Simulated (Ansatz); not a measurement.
```yaml
crystal:
  periodic: [false, false, false]
  atoms:
    - {symbol: Li, position_ang: [-0.919848, 0.474130, -1.244049]}
    - {symbol: Al, position_ang: [0.622085, 0.914730, 0.941093]}
    - {symbol: Al, position_ang: [0.297762, -1.388859, 0.302956]}
basis:
  gaussian: {orbitals: ANO-RCC-VTZP, fitting: {mean_field: def2-universal-jkfit}}
total_charge: -1
magnetization: {spin_polarized: true, initial_magnetization: 2}
hamiltonian: {xc: {name: CAM-B3LYP}, dispersion: d3bjatm}
output: {forces: true}
```

```sh
$ ansatz run in.yaml --threads 2 --pin off --events-out ev --progress --plain --max-ram 4352MiB
```

Shortened log:

```
Functional definition: CAM-B3LYP
307 factors; integrals over basis functions are off by at most 9.9e-1 eV
307 factors; integrals over basis functions are off by at most 4.5e-3 eV
mean field evaluation 1: about -13420.9036 eV, gradient 5.4e0 eV
mean field evaluation 2: about -13421.1713 eV, gradient 5.8e0 eV
mean field evaluation 4: about -13421.5014 eV, gradient 3.4e-1 eV
mean field evaluation 8: about -13421.5104 eV, gradient 2.1e-2 eV
mean field evaluation 16: about -13421.5105 eV, gradient 1.3e-3 eV
mean field evaluation 32: about -13421.4861 eV, gradient 3.1e-1 eV
mean field -13421.51048482 eV, -493.2314128907 hartree, gradient 5.5e-6 eV, S^2 2.017397; 5 other end points of the search recorded, 0 dependent functions left out
reference -13421.51057896 eV, -493.2314163502 hartree; 16, 14 occupied and 82, 84 virtual orbitals, 307 factors
Total energy: -13421.60351205 eV, -493.2348315783 hartree
Relativity: scalar
Atom 0 at    -0.919848     0.474130    -1.244049 Å, force    -0.035627     0.018364    -0.048184 eV/Å
Atom 1 at     0.622085     0.914730     0.941093 Å, force     0.115717     0.686200     0.216726 eV/Å
Atom 2 at     0.297762    -1.388859     0.302956 Å, force    -0.080089    -0.704564    -0.168541 eV/Å
Dipole moment:    -0.019349     0.009973    -0.026168 e Å
```

It took 5 s on 2 threads of Arm Neoverse V2 on a shared host.

DK, ANO-RCC and x2c sets are all-electron and run with scalar relativity unless a key says otherwise. The highest occupied level of an anion often lies above zero with these methods, and sets without diffuse functions describe the outer electron poorly.

The dipole of an ion depends on the origin.
